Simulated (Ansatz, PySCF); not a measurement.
Species: C$_{3}$H$_{7}$, charge 0, doublet. C3H7 (SMILES C[CH]C, doublet).
B3LYP-D3(BJ)/def2-TZVP minimum from Ansatz (a first-principles code):
```xyz
10

C      0.0078     0.5370    -0.0037
C      0.0099    -0.1884     1.2924
C      0.0104    -0.2064    -1.2896
H     -0.1967     1.6000    -0.0111
H      0.1792     0.4802     2.1373
H      0.1802     0.4505    -2.1437
H     -0.9463    -0.7046     1.4747
H      0.7800    -0.9680     1.3143
H      0.7806    -0.9861    -1.3004
H     -0.9456    -0.7250    -1.4652
```
Charge 0, spin multiplicity 2.

Total energies in hartree (Ansatz). UHF or UKS for unpaired electrons; spin-orbit terms are left out. Cores are frozen in correlated methods. No relativity. For partners of very few electrons the exact lower level stands in for a higher one.

```tsv
species	HF/cc-pVTZ	CCSD(T)/cc-pVTZ	HF/cc-pVQZ	CCSD(T)/cc-pVQZ	CCSD(T)/cc-pVDZ	CCSDT(Q)/cc-pVDZ
1: C3H7 (SMILES C[CH]C, doublet)	-117.67919	-118.24596	-117.68682	-118.28099	-118.11766	-118.11923
2: C (triplet)	-37.69157	-37.78076	-37.69331	-37.78654	-37.76038	-37.76071
3: H (doublet)	-0.49981	-0.49981	-0.49995	-0.49995	-0.49928	-0.49928
```

Q: Work out the enthalpy of formation at 298 K (by atomisation, with ideal-gas terms from PySCF's Hessian at B3LYP-D3(BJ)/def2-TZVP and the atoms' measured values of the G2/97 table; no spin-orbit terms) in kcal/mol: take Hartree-Fock from cc-pVQZ, extrapolate the CCSD(T) correlation energy as X^-3 (X = 3, 4), and add CCSDT(Q) - CCSD(T) in cc-pVDZ. The further terms named in the bracket sum to +1.46991 hartree. 1 hartree = 627.51 kcal/mol.

A: 
Species 1: correlation (64·(-0.59417) - 27·(-0.56677))/37 = -0.61416; step -0.00157; E1 = -117.68682 + (-0.61416) + (-0.00157) = -118.30255
Species 2: correlation (64·(-0.09323) - 27·(-0.08919))/37 = -0.09618; step -0.00033; E2 = -37.69331 + (-0.09618) + (-0.00033) = -37.78982
Species 3: correlation (64·(0.00000) - 27·(0.00000))/37 = 0.00000; step +0.00000; E3 = -0.49995 + (0.00000) + (+0.00000) = -0.49995
+1·E1 -3·E2 -7·E3 +1.46991 = 0.03647 hartree = 22.9 kcal/mol. Measured: 21.5 kcal/mol, 90.0 kJ/mol (G2/97 table in ASE (Curtiss et al.)); atomic spin-orbit terms, which the calculations lack, would raise the computed values. The composite differs from it by +1.4 kcal/mol; core, relativistic and spin-orbit terms are not in it.
